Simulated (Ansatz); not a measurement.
## AlBe, doublet in aug-cc-pVDZ: errors against full CI

Geometry: a point of a stretch scan, not a stationary point.

```yaml
atoms:
  - { symbol: Al, position_ang: [0.0000, 0.0000, 0.0000] }
  - { symbol: Be, position_ang: [0.0000, 0.0000, 4.5580] }
```

Basis aug-cc-pVDZ; Ansatz 0.2.0. Correlated methods freeze the noble-gas cores, which leaves 5 electrons in 44 orbitals. Prefix R: restricted or restricted open-shell reference; prefix U: unrestricted. Active spaces: pair = (3e, 3o) about the gap; valence = (5e, 8o) chosen from the atoms' valence shells.

Full CI is exact within this basis and frozen core; it isn't the basis-set limit. The frozen core follows each run's orbitals, which can shift R against U totals by a few meV.

Unrestricted rows (U) aren't spin-pure: their determinants' ⟨S²⟩ exceeds S(S+1) by up to 0.17, so they mix in states of higher spin. For open shells CISD is restricted-active-space CI with the open shells as a complete middle space.

The UHF ⟨S²⟩ is 0.918 and the ⟨S²⟩ of the determinant under UCCSD is 0.769. The T1 diagnostic (RCCSD) is 0.0249 and the largest doubles amplitude (RCCSD) is 0.111. The T1 diagnostic (UCCSD) is 0.0184.

```
   level  E − E(RHF) (eV)
     UHF          -0.1117
    RMP2          -1.6726
    UMP2          -1.6729
   RCCSD          -2.6247
   UCCSD          -2.6294
RCCSD(T)          -2.6560
UCCSD(T)          -2.6568
```

Problem. Estimate how far full CI in aug-cc-pVDZ lies from RCCSD(T). The table doesn't fix it; the size of (T) and the diagnostics are the guide.

Solution. Full CI in aug-cc-pVDZ lies 0.33 kcal/mol below RCCSD(T), which is 46 % of the (T) step (-0.72 kcal/mol). The diagnostics give no warning, yet the rest is a sizeable part of (T).

The other levels:

| level | E − E(full CI) (kcal/mol) | share of correlation (%) | wall time |
| --- | --- | --- | --- |
| CISD | 5.34 | 91.32 | 1.2 s |
| BCCD(T) | 0.33 | 99.46 | 4.4 s |
| RCCSDT | 0.01 | 99.98 | – |
| UCCSDT | 0.01 | 99.98 | – |
| RCCSDT(Q) | 0.00 | 100.00 | 17 s |
| UCCSDT(Q) | 0.00 | 100.00 | 28 s |
| CASSCF (pair space) | 50.28 | 18.34 | – |
| NEVPT2 (pair space) | 21.25 | 65.49 | 4.1 s |
| CASSCF (valence space) | 19.36 | 68.57 | – |
| NEVPT2 (valence space) | 6.80 | 88.96 | 2.5 s |
| MRCISD (valence space) | 0.78 | 98.73 | – |
| MRCISD+Q (valence space) | -0.02 | 100.03 | 3.7 s |
| MRCISD+Q(relaxed) (valence space) | -0.67 | 101.09 | 4 s |

The correlation energy at full CI, counted from RHF, is -2.670 eV. That run took 53 s on 1 thread of AMD EPYC 7B13, shared host over 3,131,940 determinants.

Times hold each run's SCF and search for its determinant on a shared host, so for small cases they say little of a method's own cost; they ran on 1 thread of AMD EPYC 7B13. Some runs computed forces too.

More than 5 meV below full CI, which no variational method can be: MRCISD+Q(relaxed) (valence space).

The full-CI state has the irrep B1 of C2v, in the program's axes (one component, if the state is degenerate).

Natural occupations of full CI about the gap: 1.881 1.815 0.976 0.063 0.060 0.059 0.046 0.045 0.014 0.011; effectively unpaired electrons, Σ n²(2−n)², 1.22.
